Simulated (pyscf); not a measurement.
silyl (SiH₃•) + silanol (HO–SiH₃) -> disiloxane (H₃Si–O–SiH₃) + H atom (H•), a substitution at O (doublet surface; H–O broken, O–Si formed). Single points on ωB97X-D3(BJ)/def2-SVP structures (PySCF, gas phase). Correlated levels are frozen-core, on RHF or UHF. ΔMP2 is the change of the MP2 total energy from the triple- to the quadruple-zeta basis. Energies in kcal/mol from the separated reactants.

Small-basis levels: PySCF, no dispersion term, spherical d functions. AM1 to PM7: differences of heats of formation from MOPAC. GFN2-xTB: tblite. Open shells are spin-unrestricted. 

```csv
level,barrier,reaction energy
HF/3-21G,28.9,-13.3
HF/6-31G*,41.6,-12.7
MP2/6-31G*,22.9,-15.8
SVWN5/6-31G*,-0.4,-5.1
PBE/6-31G*,11.4,-3.6
B3LYP/3-21G,4.8,-4.1
B3LYP/6-31G*,18.1,-4.2
M06-2X/6-31G*,17.3,-8.2
B3LYP/def2-SVP,17.5,-3.0
GFN2-xTB,12.8,-28.6
AM1,-1.0,+18.9
PM6,-7.0,-24.9
CCSD(T)/def2-TZVPP + ΔMP2(QZVPP),18.9,-6.7
```

Against the last row the barrier runs from -25.9 (PM6) to +22.8 kcal/mol (HF/6-31G*); B3LYP/6-31G* happens to lie closest here (0.7 kcal/mol apart). At SVWN5/6-31G*, AM1, PM6 this geometry lies under one side, so the entry may be no barrier of that level: it is a single point on another level's saddle. CCSD(T)/def2-TZVPP + ΔMP2(QZVPP) has limits of its own. On the reactant side the descent ends in an adduct with a Si–Si, O–Si contact, 12.4 kcal/mol over the separated species and 5.8 kcal/mol under the saddle at ωB97X-D3(BJ)/def2-TZVP. What is counted as formed (O–Si) is already present as a longer contact in the reactant adduct; forming that adduct is a step of its own. One saddle was located; it need not be the lowest between these sides. The angle at the attacked O is 121°. The CCSD(T) − MP2 part came from Ansatz, without density fitting, on the same reference.
